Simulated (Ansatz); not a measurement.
**C2H4: state-averaged CASSCF**

Computed with Ansatz's Gaussian-basis code (development build). State-averaged CASSCF with equal weights; occupations are averaged over the states; levels count from the state that is lowest in CASSCF. CASSCF levels without dynamic correlation can be off by over 1 eV. No symmetry is imposed, so a solution can break that of the shape. No proof that the lowest CASSCF solution was found.

Geometry:

```xyz
6

C     0.0000    0.0000    0.6695
C     0.0000    0.0000   -0.6695
H    -0.4644    0.8045    1.2321
H     0.4644   -0.8045    1.2321
H     0.4644    0.8045   -1.2321
H    -0.4644   -0.8045   -1.2321
```

Basis cc-pVDZ, nonrelativistic, 2 orbitals frozen in the corrections; active space CAS(4,4). Averaged: 3 singlets.

(1) Give the levels in order.

Same geometry.

Basis cc-pVDZ, nonrelativistic, 2 orbitals frozen in the corrections; active space CAS(4,4). Averaged: 1 singlet, 1 triplet.

(2) Give the levels in order, with their spins.

Same geometry.

Basis cc-pVDZ, nonrelativistic, 2 orbitals frozen in the corrections; active space CAS(4,4). Averaged: 1 singlet, 1 triplet, 1 quintet.

(3) Give the levels in order, with their spins.

## Answers

(1) 

```json
{"state": "singlet", "CASSCF (eV)": "0.000"}
{"state": "singlet", "CASSCF (eV)": "5.171"}
{"state": "singlet", "CASSCF (eV)": "6.834"}
```

Occupations: 1.96, 1.03, 0.99, 0.02.

(2) 

| state | CASSCF (eV) |
| --- | --- |
| singlet | 0.000 |
| triplet | 1.494 |

Occupations: 1.98, 1.39, 0.62, 0.02.

(3) 

```tsv
state	CASSCF (eV)
singlet	0.000
triplet	1.434
quintet	12.832
```

Occupations: 1.66, 1.25, 0.74, 0.34.
